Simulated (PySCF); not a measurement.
# C2H7PS ((S)PMe2H, dimethylphosphine sulfide): the cost of one run

The runs use PySCF 2.14.0, with density-fitted response routines of our own; the level of theory stands in each step. All values are computed, except where a source is named. Atoms count from 0, in the outputs and in this text.

## 1. The starting structure

11 atoms, charge 0, multiplicity 1; geometry from: GFN2-xTB. The atoms were then displaced at random by about 0.01 Å, so the start is not that level's minimum.

Bonds of the start (Å): C0–P1 1.82, P1–C2 1.82, P1–S3 1.95, C0–H4 1.09, C0–H5 1.13, C0–H6 1.08, P1–H7 1.40, C2–H8 1.10, C2–H9 1.11, C2–H10 1.07.

## 2. Relaxing the molecule at PBE0-D3(BJ)/def2-TZVP

Job settings and geometry (Å):

```
{"job": {"xc": "PBE0", "basis": "def2-TZVP", "d3": "d3bj", "grid": 2, "shake": 0.01, "kind": "geom"}, "charge": 0, "multiplicity": 1}
C     -1.398300    -0.214820     0.436570
P      0.063360     0.748060    -0.072860
C      1.324270    -0.519110    -0.418460
S      0.634800     2.173350     1.122330
H     -1.673310    -0.961900    -0.308000
H     -2.251680     0.513720     0.541360
H     -1.207490    -0.646660     1.402990
H     -0.263890     1.155170    -1.373230
H      2.227400    -0.015250    -0.787130
H      1.604530    -0.992030     0.547140
H      0.978420    -1.266360    -1.106350
```

Command:

```console
$ OMP_NUM_THREADS=1 python probes_run.py task.json out
```

One launch serves the whole session: the jobs run in the order shown.

Q: Estimate the wall time and peak memory of this first job on 1 thread of Arm Neoverse V1, shared host.

About 70 s, with a peak of 0.79 GiB.
